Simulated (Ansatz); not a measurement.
# AlNH₄ (triplet): from Hartree-Fock to the top rungs at distance Al1–H4 along a hydrogen transfer = 2.256 Å, cc-pVDZ

How much of the correlation energy of AlNH₄ (triplet) does each wave-function method recover here?

The runs use Ansatz 0.2.0, Gaussian basis; cc-pVDZ, correlated electrons: outside noble gas.

The runs, in order: UHF; CCSD(T) on ROHF; CCSD(T) on UHF; BCCD(T) on ROHF; CISD; CCSDT(Q) on ROHF; CCSDT(Q) on UHF; CASSCF and MRCISD+Q, 4 electrons in 4 orbitals; CASSCF and NEVPT2, 4 electrons in 4 orbitals.

## (1) The system

The geometry derives from fragments relaxed apart (PBE0/def2-TZVP) and kept rigid, so it is no stationary point. A hydrogen atom is moved between rigid fragments.

6 atoms, charge 0, spin multiplicity 3.

Atoms are counted from 1 here; the program's logs count them from 0.

Bond lengths: Al1–H2 1.586 Å, Al1–H3 1.586 Å, H4–N5 1.152 Å, N5–H6 1.040 Å. Angles: H2–Al1–H3 120.0°, H4–N5–H6 105.0°.

Geometry (Å):

```xyz
6

Al   -1.15763    0.02248    0.00000
H    -1.95056    1.39587    0.00000
H    -1.95056   -1.35090    0.00000
H     1.09837    0.02248    0.00000
N     2.25037    0.02248    0.00000
H     2.51945   -0.98174    0.00000
```

In the tables R marks a restricted open-shell determinant and U an unrestricted one; 'pair' is the active space of 4 electrons in 4 orbitals; correlation energies count from the lowest restricted Hartree-Fock solution.

## (2) UHF

in.yaml reads:

```yaml
crystal:
  periodic: [false, false, false]
  atoms:
    - {symbol: Al, position_ang: [-1.157632, 0.022483, 0.000000]}
    - {symbol: H, position_ang: [-1.950555, 1.395868, 0.000000]}
    - {symbol: H, position_ang: [-1.950556, -1.350901, 0.000000]}
    - {symbol: H, position_ang: [1.098368, 0.022483, 0.000000]}
    - {symbol: N, position_ang: [2.250368, 0.022483, 0.000000]}
    - {symbol: H, position_ang: [2.519450, -0.981743, 0.000000]}
basis:
  gaussian: {orbitals: cc-pVDZ}
magnetization: {spin_polarized: true, initial_magnetization: 2}
hamiltonian: {xc: hf}
output: {orbitals: {seedname: orbitals}}
```

Run with:

```sh
> ansatz run in.yaml --threads 1 --pin off --events-out ev --progress --plain --max-ram 2393MiB
```

Further steps of the session: CCSD(T) on ROHF; CCSD(T) on UHF; BCCD(T) on ROHF; CISD; CCSDT(Q) on ROHF; CCSDT(Q) on UHF; CASSCF and MRCISD+Q, 4 electrons in 4 orbitals; CASSCF and NEVPT2, 4 electrons in 4 orbitals.

Q: Predict the results of all the runs planned. Wanted: correlation energy, UCCSDT(Q); RMP2 from UCCSDT(Q); UMP2 from UCCSDT(Q); RCCSD from UCCSDT(Q); RCCSD(T) from UCCSDT(Q); UCCSD(T) from UCCSDT(Q); RCCSDT(Q) from UCCSDT(Q); NEVPT2 pair from UCCSDT(Q); T1 diagnostic.

**Answer**, as computed:

| quantity | value |
| --- | --- |
| correlation energy, UCCSDT(Q) | -7.0664 eV |
| RMP2 from UCCSDT(Q) | +1236.4 meV |
| UMP2 from UCCSDT(Q) | +1246.7 meV |
| RCCSD from UCCSDT(Q) | +163.2 meV |
| RCCSD(T) from UCCSDT(Q) | +34.6 meV |
| UCCSD(T) from UCCSDT(Q) | +34.3 meV |
| RCCSDT(Q) from UCCSDT(Q) | +0.9 meV |
| NEVPT2 pair from UCCSDT(Q) | +1190.5 meV |
| levels of the table within 1 kcal/mol (43 meV) | RCCSD(T), UCCSD(T), BCCD(T), RCCSDT, UCCSDT, RCCSDT(Q) |
| T1 diagnostic | 0.021 |

RCCSD(T) lands +34.6 meV from the yardstick (0.5 % of the correlation energy). These misses are within one basis, not against nature; the frozen cores of restricted and unrestricted runs differ, which can shift their rows.
